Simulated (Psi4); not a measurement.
CS, charge +1, quartet, geometry from GFN2-xTB of the parent state (a state made from the parent by changing its charge; the spin is typed, not shown lowest); B3LYP/6-31G* in Psi4.

Here is a job for Psi4.
```
memory 2 GB

molecule mol {
1 4
  C    -0.000000   -0.000000   -1.106358
  S     0.000000    0.000000    0.414884
}

set basis 6-31g*
set reference uks

energy('b3lyp')
print_variables()
```

It wrote (shortened):

```
   => Loading Basis Set <=

    Name: 6-31G*
    Role: ORBITAL
    Keyword: BASIS

         ---------------------------------------------------------
                                   SCF
               by Justin Turney, Rob Parrish, Andy Simmonett
                          and Daniel G. A. Smith
                              UKS Reference
         ---------------------------------------------------------

  ==> Geometry <==

    Molecular point group: c2v
    Full point group: C_inf_v

    Geometry (in Angstrom), charge = 1, multiplicity = 4:

       Center              X                  Y                   Z               Mass
    ------------   -----------------  -----------------  -----------------  -----------------
         C            0.000000000000     0.000000000000    -1.106094304828    12.000000000000
         S            0.000000000000     0.000000000000     0.415147695172    31.972071174400

  Running in c2v symmetry.

  Rotational constants: A = ************  B =      0.83488  C =      0.83488 [cm^-1]
  Rotational constants: A = ************  B =  25029.11477  C =  25029.11477 [MHz]
  Nuclear repulsion =   33.394431802645471

  Charge       = 1
  Multiplicity = 4
  Electrons    = 21
  Nalpha       = 12
  Nbeta        = 9

  ==> Algorithm <==

  SCF Algorithm Type is DF.
  DIIS enabled.
  MOM disabled.
  Fractional occupation disabled.
  Guess Type is SAD.
  Energy threshold   = 1.00e-06
  Density threshold  = 1.00e-06
  Integral threshold = 1.00e-12

  ==> Primary Basis <==

  Basis Set: 6-31G*
    Blend: 6-31G*
    Number of shells: 14
    Number of basis functions: 34
    Number of Cartesian functions: 34
    Spherical Harmonics?: false
    Max angular momentum: 2

  ==> DFT Potential <==

   => LibXC <=

    Version 7.1.2
    S. Lehtola, C. Steigemann, M. J. T. Oliveira, and M. A. L. Marques,  SoftwareX 7, 1–5 (2018) (10.1016/j.softx.2017.11.002)

   => Composite Functional: B3LYP <=

    B3LYP Hyb-GGA Exchange-Correlation Functional

    P. J. Stephens, F. J. Devlin, C. F. Chabalowski, and M. J. Frisch,  J. Phys. Chem. 98, 11623 (1994) (10.1021/j100096a001)

    Deriv               =              1
    GGA                 =           TRUE
    Meta                =          FALSE

    Exchange Hybrid     =           TRUE
    MP2 Hybrid          =          FALSE

   => Exchange Functionals <=

    0.0800   Slater exchange
    0.7200         Becke 88

   => Exact (HF) Exchange <=

    0.2000               HF

   => Correlation Functionals <=

    0.1900   Vosko, Wilk & Nusair (VWN5_RPA)
    0.8100   Lee, Yang & Parr

   => LibXC Density Thresholds  <==

    XC_HYB_GGA_XC_B3LYP:  1.00E-15

   => Molecular Quadrature <=

    Radial Scheme          =       TREUTLER
    Pruning Scheme         =           NONE
    Nuclear Scheme         =       TREUTLER

    Blocking Scheme        =         OCTREE
    BS radius alpha        =              1
    Pruning alpha          =              1
    Radial Points          =             75
    Spherical Points       =            302
    Total Points           =          41903
    Total Blocks           =            378
    Max Points             =            253
    Max Functions          =             34
    Weights Tolerance      =       1.00E-15

   => Loading Basis Set <=

    Name: (6-31G* AUX)
    Role: JKFIT
    Keyword: DF_BASIS_SCF

  ==> Integral Setup <==

  SCF_SUBTYPE=INCORE selected. In-core MEM_DF algorithm will be used.
  Using in-core AOs.

  ==> MemDFJK: Density-Fitted J/K Matrices <==

    J tasked:                   Yes
    K tasked:                   Yes
    wK tasked:                   No
    Algorithm:                 Core
    Schwarz Cutoff:           1E-12
    Mask sparsity (%):       0.0000
    Fitting Condition:        1E-10

   => Auxiliary Basis Set <=

  Basis Set: (6-31G* AUX)
    Blend: CC-PVDZ-JKFIT
    Number of shells: 60
    Number of basis functions: 211
    Number of Cartesian functions: 211
    Spherical Harmonics?: false
    Max angular momentum: 3

  Minimum eigenvalue in the overlap matrix is 1.4462273661E-02.
  Reciprocal condition number of the overlap matrix is 2.8940821230E-03.
    Using symmetric orthogonalization.

  ==> Pre-Iterations <==

  SCF Guess: Superposition of Atomic Densities via on-the-fly atomic UHF (no occupation information).

   -------------------------
    Irrep   Nso     Nmo
   -------------------------
     A1        18      18
     A2         2       2
     B1         7       7
     B2         7       7
   -------------------------
    Total      34      34
   -------------------------

  ==> Iterations <==

                           Total Energy        Delta E     RMS |[F,P]|

   @DF-UKS iter SAD:  -435.88224434627756   -4.35882e+02   0.00000e+00
   @DF-UKS iter   1:  -435.60065738944269    2.81587e-01   8.02101e-03 DIIS/ADIIS
   @DF-UKS iter   2:  -435.58315099800336    1.75064e-02   1.19308e-02 DIIS/ADIIS
   @DF-UKS iter   3:  -435.62283338873715   -3.96824e-02   6.58673e-04 DIIS/ADIIS
   @DF-UKS iter   4:  -435.62315729443293   -3.23906e-04   2.07734e-04 DIIS/ADIIS
   @DF-UKS iter   5:  -435.62319394330905   -3.66489e-05   6.89840e-05 DIIS
   @DF-UKS iter   6:  -435.62319812434049   -4.18103e-06   2.53968e-05 DIIS
   @DF-UKS iter   7:  -435.62319880381813   -6.79478e-07   6.05604e-06 DIIS
   @DF-UKS iter   8:  -435.62319883002044   -2.62023e-08   1.56561e-06 DIIS
   @DF-UKS iter   9:  -435.62319883164082   -1.62038e-09   2.26520e-07 DIIS
  Energy and wave function converged.

  ==> Post-Iterations <==

   Electrons on quadrature grid:
      Nalpha   =   12.0000001616 ; deviation = 1.616e-07
      Nbeta    =    9.0000003193 ; deviation = 3.193e-07
      Ntotal   =   21.0000004809 ; deviation = 4.809e-07

   @Spin Contamination Metric:   3.370624353E-03
   @S^2 Expected:                3.750000000E+00
   @S^2 Observed:                3.753370624E+00
   @S   Expected:                1.500000000E+00
   @S   Observed:                1.500000000E+00

    Orbital Energies [Eh]
    ---------------------

    Alpha Occupied:

       1A1   -89.299564     2A1   -10.651412     3A1    -8.358515
       1B2    -6.329602     4A1    -6.320851     1B1    -6.311018
       5A1    -1.213931     6A1    -0.874302     2B2    -0.721945
       7A1    -0.706921     2B1    -0.703525     3B1    -0.495225

    Alpha Virtual:

       3B2    -0.439719     8A1    -0.197687     9A1    -0.008231
       4B2     0.053558     4B1     0.076496    10A1     0.118316
      11A1     0.198146     5B2     0.260318     5B1     0.261538
       1A2     0.365352    12A1     0.366916     6B2     0.382900
       6B1     0.408018    13A1     0.588252    14A1     0.820547
       2A2     1.291913    15A1     1.296195     7B2     1.496211
       7B1     1.514224    16A1     2.001222    17A1     3.537589
      18A1     3.642533

    Beta Occupied:

       1A1   -89.292560     2A1   -10.616470     3A1    -8.351649
       1B2    -6.315032     4A1    -6.313590     1B1    -6.301615
       5A1    -1.147846     6A1    -0.791723     2B1    -0.634323

    Beta Virtual:

       2B2    -0.577912     7A1    -0.492993     3B2    -0.347753
       3B1    -0.334642     8A1    -0.164127     9A1     0.017668
       4B2     0.080391     4B1     0.089987    10A1     0.153992
      11A1     0.265148     5B2     0.311351     5B1     0.329919
       1A2     0.425070    12A1     0.428651     6B2     0.441346
       6B1     0.455873    13A1     0.637745    14A1     0.873259
       2A2     1.402824    15A1     1.405490     7B2     1.605064
       7B1     1.624852    16A1     2.103460    17A1     3.566096
      18A1     3.721326

    Final Occupation by Irrep:
             A1    A2    B1    B2
    DOCC [     6,    0,    2,    1 ]
    SOCC [     1,    0,    1,    1 ]
    NA   [     7,    0,    3,    2 ]
    NB   [     6,    0,    2,    1 ]

  @DF-UKS Final Energy:  -435.62319883164082

   => Energetics <=

    Nuclear Repulsion Energy =             33.3944318026454710
    One-Electron Energy =                -658.6360196562578722
    Two-Electron Energy =                 214.3787854996326132
    DFT Exchange-Correlation Energy =     -24.7603964776610788
    Empirical Dispersion Energy =           0.0000000000000000
    VV10 Nonlocal Energy =                  0.0000000000000000
    Total Energy =                       -435.6231988316408206

  UHF NO Occupations:
  HONO-2 :    7 A1 1.0000000
  HONO-1 :    2 B2 1.0000000
  HONO-0 :    3 B1 1.0000000
  LUNO+0 :    4 B1 0.0011065
  LUNO+1 :    8 A1 0.0003955
  LUNO+2 :    9 A1 0.0001833
  LUNO+3 :   10 A1 0.0000006

Computation Completed

Properties will be evaluated at   0.000000,   0.000000,   0.000000 [a0]

Properties computed using the SCF density matrix

 Multipole Moments:

 ------------------------------------------------------------------------------------
     Multipole            Electronic (a.u.)      Nuclear  (a.u.)        Total (a.u.)
 ------------------------------------------------------------------------------------

 L = 1.  Multiply by 2.5417464519 to convert [e a0] to [Debye]
 Dipole X            :          0.0000000            0.0000000            0.0000000
 Dipole Y            :          0.0000000            0.0000000            0.0000000
 Dipole Z            :         -0.3069325            0.0109553           -0.2959772
 Magnitude           :                                                    0.2959772

 ------------------------------------------------------------------------------------

  Variable Map:
  ----------------------------------------------------------------------------
  "CURRENT ENERGY"              =>    -435.623198831641
  "CURRENT REFERENCE ENERGY"    =>    -435.623198831641
  "DD SOLVATION ENERGY"         =>       0.000000000000
  "DFT FUNCTIONAL TOTAL ENERGY" =>    -435.623198831641
  "DFT TOTAL ENERGY"            =>    -435.623198831641
  "DFT VV10 ENERGY"             =>       0.000000000000
  "DFT XC ENERGY"               =>     -24.760396477661
  "GRID ELECTRONS ALPHA"        =>      12.000000161591
  "GRID ELECTRONS BETA"         =>       9.000000319262
  "GRID ELECTRONS TOTAL"        =>      21.000000480853
  "NUCLEAR REPULSION ENERGY"    =>      33.394431802645
  "ONE-ELECTRON ENERGY"         =>    -658.636019656258
  "PCM POLARIZATION ENERGY"     =>       0.000000000000
  "PE ENERGY"                   =>       0.000000000000
  "SCF ITERATION ENERGY"        =>    -435.623198831641
  "SCF ITERATIONS"              =>       9.000000000000
  "SCF TOTAL ENERGY"            =>    -435.623198831641
  "TWO-ELECTRON ENERGY"         =>     214.378785499633
  "XC GRID RADIAL POINTS"       =>      75.000000000000
  "XC GRID SPHERICAL POINTS"    =>     302.000000000000
  "XC GRID TOTAL POINTS"        =>   41903.000000000000

  Array Variable Map:
  ----------------------------------------------------------------------------
  "CURRENT DIPOLE"              =>       0.000000000000 ... -0.295977162510 1 by 3
  "SCF DIPOLE"                  =>       0.000000000000 ... -0.295977162510 1 by 3
  "SCF TOTAL ENERGIES"          =>    -435.882244346278 ... -435.623198831641 1 by 10
```
